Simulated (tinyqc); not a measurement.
Worked calculation: harmonic frequencies on the RHF/sto-3g surface (energies and gradients from PySCF), for HF, spin multiplicity 1. One step of it, computed by the program tinyqc.

Problem. Normal modes. Diagonalise H_ij / sqrt(m_i m_j); the 5 smallest eigenvalues belong to translations and rotations; wavenumber = sqrt(eigenvalue / 1822.888) x 219474.63; each mode has its largest component positive (the first on a tie); zero-point energy = sum of wavenumbers / 2, with 349.755 1/cm per kcal/mol.

Hessian (symmetrised) (hartree/bohr^2), lower triangle:
```
             1Fx          1Fy          1Fz         2Hx         2Hy         2Hz
1Fx   0.00000110
1Fy   0.00000000   0.00000110
1Fz   0.00000000   0.00000000   0.72527467
2Hx  -0.00000110   0.00000000   0.00000000  0.00000110
2Hy   0.00000000  -0.00000110   0.00000000  0.00000000  0.00000110
2Hz   0.00000000   0.00000000  -0.72527467  0.00000000  0.00000000  0.72527467
```

masses (u): 1F 18.998403, 2H 1.007825

Give: eigenvalues of the mass-weighted Hessian; harmonic wavenumbers of the vibrations; mass-weighted modes; zero-point energy.

Solution.

eigenvalues of the mass-weighted Hessian (hartree/(bohr^2 u)): 0.000  0.000  0.000  0.000  0.000  0.758

harmonic wavenumbers of the vibrations (1/cm): 4474.9

mass-weighted modes:
```
     mode 1
1Fx   0.000
1Fy   0.000
1Fz  -0.224
2Hx   0.000
2Hy   0.000
2Hz   0.974
```

zero-point energy = 6.397 kcal/mol
